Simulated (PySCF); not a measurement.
PySCF input:

```python
from pyscf import gto, scf, dft

mol = gto.M(
    atom='''
    O     0.82448034   -0.71617835   -0.05253853
    C    -0.34237428   -0.21782999    0.00514315
    O    -0.61283652    1.00175597    0.05424341
    H     1.56965726   -0.07432635   -0.05830396
    H    -1.20856211   -0.90331471    0.01380597
    ''',
    basis='def2-tzvpd',
    charge=1,
    spin=1,
    verbose=4,
)

mf = dft.UKS(mol, xc='pw6b95').density_fit(auxbasis='def2-universal-jkfit')
mf.grids.level = 3
mf.conv_tol = 1e-9
mf.max_cycle = 100
mf.max_memory = 1500
mf.kernel()
if not mf.converged:
    mf = mf.newton()
    mf.kernel(mf.make_rdm1())
for _ in range(2):
    mo, _, stable, _ = mf.stability(return_status=True)
    if stable:
        break
    mf.kernel(mf.make_rdm1(mo, mf.mo_occ))
mf.analyze()
```

Task: Which total energy does the run end on?

Result: -189.64926 Eh (PW6B95/def2-TZVPD).
